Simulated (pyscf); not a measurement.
**Hydrogen abstraction: `[SiH2]=[CH][Cl]` + `[H]` [doublet] → `[SiH2]=[C][Cl]` [doublet] + `[H][H]`**

Gas phase, doublet surface, charge 0. Bonds broken: C1–H4. Bonds formed: H3–H4. PySCF, gas phase, ωB97X-D3(BJ)/def2-SVP geometries.

Transition state (Å):

```xyz
7

C     -0.9259    -0.6450    -0.2386
Si     0.7654    -0.4245    -0.2085
H     -2.1540     1.2941    -0.1155
H     -1.6439     0.5313    -0.1635
H      1.7478    -1.5311    -0.2782
H      1.2905     0.9532    -0.1068
Cl    -1.9387    -2.0009    -0.3422
```

One imaginary mode, 1302i cm⁻¹; descent along it reached the two sides named.

| bond | change | reactant side (Å) | saddle | product side |
|---|---|---|---|---|
| C1–H4 | breaks | 1.094 | 1.380 | 2.8 |
| H3–H4 | forms | 3.1 | 0.919 | 0.761 |

Electronic energies relative to the separated reactants (kJ/mol):

```
level                   barrier  reaction energy  reverse barrier
----------------------  -------  ---------------  ---------------
ωB97X-D3(BJ)/def2-TZVP     48.9             +3.0             45.9
PBE/def2-TZVP              22.1             -5.7             27.9
r²SCAN/def2-TZVP           17.9            -19.5             37.5
B3LYP-D3(BJ)/def2-TZVP     24.2            -13.9             38.1
PBE0-D3(BJ)/def2-TZVP      35.4             +1.4             33.9
M06-2X/def2-TZVP           53.2             +0.4             52.8
ωB97M-D3(BJ)/def2-TZVP     48.7             +1.6             47.1
HF/def2-TZVP               79.5            -13.4             92.9
```

With ωB97M-D3(BJ)/def2-TZVP energies and thermal terms (ideal gas, 1 atm, RRHO with modes under 100 cm⁻¹ raised to 100, one conformer, R ln 2 for chiral ones without a mode under 150 cm⁻¹), in kJ/mol:

```json
[
 {"T (K)": "298", "ΔH‡": "39.8", "ΔG‡": "67.2", "ΔH": "-1.3", "ΔG": "-9.2"},
 {"T (K)": "600", "ΔH‡": "38.5", "ΔG‡": "95.6", "ΔH": "-0.8", "ΔG": "-17.7"},
 {"T (K)": "900", "ΔH‡": "37.9", "ΔG‡": "124.2", "ΔH": "-2.1", "ΔG": "-25.9"},
 {"T (K)": "1200", "ΔH‡": "37.5", "ΔG‡": "153.1", "ΔH": "-4.3", "ΔG": "-33.6"}
]
```

This saddle turned up in a search for another step; its sides and bond changes are read from the two ends of the descent. H₂Si=CH–Cl lies 222.7 kJ/mol over its isomer H₃C–Si:–Cl [singlet] (electronic energy, ωB97M-D3(BJ)/def2-TZVP). H₂Si=C•–Cl lies 246.9 kJ/mol over its isomer [H₂C=Si–Cl]• (electronic energy, ωB97M-D3(BJ)/def2-TZVP). This is the saddle that the search found; another between the same sides may lie lower. The angle at the transferred H is 178°.
